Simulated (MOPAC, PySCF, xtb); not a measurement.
Breaking a bond: SMILES C=CCl. The C2–Cl6 bond (C2 also carries C, H; Cl6 carries nothing else) is varied alone, starting from the PBE0/def2-TZVP optimised geometry. Each curve is given relative to its own lowest point near equilibrium.

```
R / Å      A      B     C      D
-----  -----  -----  ----  -----
1.38    60.9   65.6  73.9   69.7
1.48    26.7   27.7  32.6   27.8
1.56    10.9   11.3  14.1   10.5
1.61     5.0    5.3   7.1    4.5
1.66     1.5    1.7   2.7    1.2
1.72     0.0    0.0   0.2    0.0
1.78     0.8    0.3   0.0    1.0
1.84     3.4    2.2   1.4    3.5
1.88     5.8    4.1   3.1    5.9
1.98    14.0   10.3   8.9   13.5
2.15    31.1   23.6  21.6   29.4
2.30    47.1   36.1  33.4   44.3
2.61    77.2   60.0  54.5   71.3
2.86    96.7   75.8  66.2   87.1
3.09   110.5   87.4  72.9   97.1
3.45   125.0  101.0  78.0  106.5
3.77   133.2  109.3  79.7  110.4
4.18   140.4  116.5  80.5  112.1
4.59   145.4  121.0  80.7  112.7
5.20   150.8  125.0  80.8  113.1
```

Energies in kcal/mol.

Question: Match the curves with the methods CASSCF(2,2)/def2-TZVP run with PySCF; GFN1-xTB (xtb); PM6, restricted, heats of formation (MOPAC 23.2.5); PySCF with restricted B3LYP/def2-TZVP.

Answer: A is PM6; B is RKS-B3LYP; C is CASSCF(2,2); D is GFN1-xTB.

The restricted form behind PM6, RKS-B3LYP keeps the bonding electrons paired and can't separate into open-shell fragments. At the longest distance RKS-B3LYP leaves fractional charges on the fragments, a sign of delocalisation error or of the restricted form.
